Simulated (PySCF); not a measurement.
From one molecule to another.

First species: Chlorothioborine, BClS.
SMILES: `S=BCl`

Second species: C₃H₃Cl.
Structure used (PBE0-D3(BJ)/def2-SVP), in Å, numbered top down from 1:
```xyz
7
C3H3Cl angstrom
Cl     1.9607    0.0961   -1.2597
C      0.7240   -0.0473    0.0428
C     -0.6440   -0.4721   -0.2887
C     -0.4846    0.7893    0.0032
H      1.2397   -0.3273    0.9697
H     -1.2733   -1.2968   -0.6138
H     -0.8838    1.7954    0.1042
```

Levels: B3LYP/def2-SVPD for dipole moment, HOMO energy, LUMO energy, HOMO–LUMO gap, static isotropic polarisability and electronic spatial extent ⟨r²⟩ about the centre of nuclear charge; TDDFT B3LYP/def2-SVPD for lowest singlet excitation; TDA B3LYP/def2-SVPD for lowest triplet excitation (Tamm–Dancoff); ΔSCF B3LYP/def2-SVPD for vertical ionisation energy; PBE0-D3(BJ)/def2-SVP for smallest rotational constant. Geometries: PBE0-D3(BJ)/def2-SVP. Each structure is a single optimised conformer of the isolated species, non-relativistic unless stated. Electronic properties by PySCF.

Values for the first species:

```
Dipole moment                                                     : 1.64 D
HOMO energy                                                       : -8.07 eV
LUMO energy                                                       : -1.23 eV
HOMO–LUMO gap                                                     : 6.84 eV
Lowest singlet excitation                                         : 5.27 eV
Lowest triplet excitation (Tamm–Dancoff)                          : 4.46 eV
Static isotropic polarisability                                   : 48.8 au
Vertical ionisation energy                                        : 10.68 eV
Electronic spatial extent ⟨r²⟩ about the centre of nuclear charge : 390 bohr²
Smallest rotational constant                                      : 2.777 GHz
```

Estimate the same properties for the second species, and the change in each.

```
                                                         property      first     second  second less first
                                                    dipole moment     1.64 D     2.75 D            +1.11 D
                                                      HOMO energy   -8.07 eV   -7.70 eV           +0.37 eV
                                                      LUMO energy   -1.23 eV   -0.90 eV           +0.33 eV
                                                    HOMO–LUMO gap    6.84 eV    6.80 eV           -0.04 eV
                                        lowest singlet excitation    5.27 eV    5.64 eV           +0.37 eV
                         lowest triplet excitation (Tamm–Dancoff)    4.46 eV    4.45 eV           -0.01 eV
                                  static isotropic polarisability    48.8 au    48.2 au            -0.6 au
                                       vertical ionisation energy   10.68 eV   10.29 eV           -0.39 eV
electronic spatial extent ⟨r²⟩ about the centre of nuclear charge  390 bohr²  346 bohr²          -44 bohr²
                                     smallest rotational constant  2.777 GHz  3.758 GHz         +0.981 GHz
```

On the first: The vertical singlet–triplet gap S1 − T1 is 0.81 eV (TDDFT singlet less Tamm–Dancoff triplet). No computed singlet falls in the visible range (750 to 380 nm, 1.65 to 3.26 eV); S1 lies 2.01 eV above its blue end.

On the second: No computed singlet falls in the visible range (750 to 380 nm, 1.65 to 3.26 eV); S1 lies 2.38 eV above its blue end. The 10 singlets span 5.64 to 8.00 eV, and their oscillator strengths add up to 0.23.
